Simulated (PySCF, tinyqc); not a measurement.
RHF in the sto-6g basis, for CH2, spin multiplicity 1, step by step. The lowest restricted solution is unstable here: a spin-polarised one lies 0.0316 hartree lower (PySCF). One step of it, computed by the program tinyqc.

Problem. Orthogonalisation. S = U s U^T; canonical form X = U s^(-1/2), so that X^T S X = 1. Each column of U has its largest component positive (the first on a tie).

overlap S:
```
,1C 1s,1C 2s,1C 2px,1C 2py,1C 2pz,2H 1s,3H 1s
1C 1s,1.000000,0.243228,0.000000,0.000000,0.000000,0.023570,0.023570
1C 2s,0.243228,1.000000,0.000000,0.000000,0.000000,0.274783,0.274783
1C 2px,0.000000,0.000000,1.000000,0.000000,0.000000,0.000000,0.000000
1C 2py,0.000000,0.000000,0.000000,1.000000,0.000000,0.270086,-0.270086
1C 2pz,0.000000,0.000000,0.000000,0.000000,1.000000,0.133271,0.133271
2H 1s,0.023570,0.274783,0.000000,0.270086,0.133271,1.000000,0.034217
3H 1s,0.023570,0.274783,0.000000,-0.270086,0.133271,0.034217,1.000000
```

Give: eigenvalues of S; X.

Solution.

eigenvalues of S: 0.540  0.601  0.895  1.000  1.085  1.365  1.515

X:
```
,1,2,3,4,5,6,7
1C 1s,-0.431,0.000,0.695,0.000,-0.566,0.000,0.282
1C 2s,0.929,0.000,-0.249,0.000,-0.239,0.000,0.525
1C 2px,0.000,0.000,0.000,1.000,0.000,0.000,0.000
1C 2py,0.000,0.892,0.000,0.000,0.000,0.619,0.000
1C 2pz,0.340,0.000,0.661,0.000,0.673,0.000,0.190
2H 1s,-0.587,-0.659,-0.260,0.000,0.214,0.418,0.367
3H 1s,-0.587,0.659,-0.260,0.000,0.214,-0.418,0.367
```
